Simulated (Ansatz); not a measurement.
Relaxation of BH₇N₂ (10 atoms, charge 0, multiplicity 1), to a largest force component of 0.03 eV/Å in at most 50 steps.

Computed with RKS B3LYP-D4/6-31G* in Ansatz 0.2.0.

```xyz
10
Properties=species:S:1:pos:R:3
B 0.122 0.626 -0.359
H 0.084 -0.351 1.838
N 1.360 0.034 -0.677
H 1.421 -0.885 -1.088
H 2.259 0.433 -0.449
H -0.894 0.057 -0.635
N 0.016 1.953 0.294
H 0.805 2.543 0.516
H -0.875 2.412 0.402
H -0.046 0.343 1.895
```

**Question.** Where does it end, and by what steps?

**Answer.** The run converged. After 16 steps the energy has fallen by 0.364 eV; H2 moved furthest, 1.48 Å.

```tsv
step	energy less start (eV)	largest force component (eV/Å)	accepted
0	0.0000	1.981	yes
1	-0.2064	0.714	yes
2	-0.2851	0.415	yes
3	-0.3199	0.176	yes
4	-0.3361	0.102	yes
5	-0.3451	0.092	yes
6	-0.3387	0.269	no
7	-0.3495	0.042	yes
8	-0.3532	0.031	yes
9	-0.3572	0.077	yes
10	-0.3587	0.173	yes
11	-0.3607	0.133	yes
12	-0.3620	0.100	yes
13	-0.3630	0.030	yes
14	-0.3632	0.117	yes
15	-0.3635	0.080	yes
16	-0.3638	0.010	yes
```

```xyz
10
Properties=species:S:1:pos:R:3
B 0.186 0.689 -0.728
H -0.219 0.007 3.239
N 1.441 0.143 -1.088
H 1.526 -0.587 -1.777
H 2.322 0.406 -0.670
H -0.797 0.281 -1.282
N 0.036 1.696 0.259
H 0.802 2.132 0.754
H -0.861 2.100 0.477
H -0.182 0.295 2.552
```

Whether the end is a true minimum wasn't checked by a vibrational analysis.

Run time: 32 s on 1 thread of Arm Neoverse V1, on a shared host, peak memory 0.11 GiB.
